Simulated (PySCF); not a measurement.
**How methods differ on the electron affinity of Si**

Si⁻ [Ne] 3s2 3p3 (4S) → Si [Ne] 3s2 3p2 (3P), as a difference of total energies. All numbers are calculated (PySCF 2.14, no relativity, point nucleus, in aug-cc-pwCVQZ). Correlated levels: valence: [Ne] frozen; valence and next inner shell: 1s2 frozen; nothing frozen. The calculations carry no spin-orbit coupling.

```json
{"method": "UHF", "electron affinity (eV)": "0.847"}
{"method": "PBE", "electron affinity (eV)": "1.495"}
{"method": "PBE0", "electron affinity (eV)": "1.457"}
{"method": "r2SCAN", "electron affinity (eV)": "1.533"}
{"method": "M06-2X", "electron affinity (eV)": "1.258"}
{"method": "wB97M-V", "electron affinity (eV)": "1.294"}
{"method": "MP2 (valence)", "electron affinity (eV)": "1.408"}
{"method": "SCS-MP2 (valence)", "electron affinity (eV)": "1.225"}
{"method": "MP2 (valence and next inner shell)", "electron affinity (eV)": "1.401"}
{"method": "SCS-MP2 (valence and next inner shell)", "electron affinity (eV)": "1.220"}
{"method": "MP2 (all electrons)", "electron affinity (eV)": "1.402"}
{"method": "SCS-MP2 (all electrons)", "electron affinity (eV)": "1.220"}
```

Problem. Estimate what TPSSh gives.

Solution. 1.424 eV, closest to MP2 (valence) among the rows shown.

Problem. Estimate what LDA gives.

Solution. 1.593 eV, closest to r2SCAN among the rows shown.

A first-order spin-orbit estimate (lowest level to lowest level, LS coupling) adds -0.016 eV.

In the anion the highest occupied orbital energy is positive at LDA, PBE, PBE0, r2SCAN, TPSSh, a self-interaction effect; the basis confines that electron, and the energy difference can still be sensible.

For comparison: 1.390 eV (measured; photodetachment measurements, as compiled on the Wikipedia data page of electron affinities).
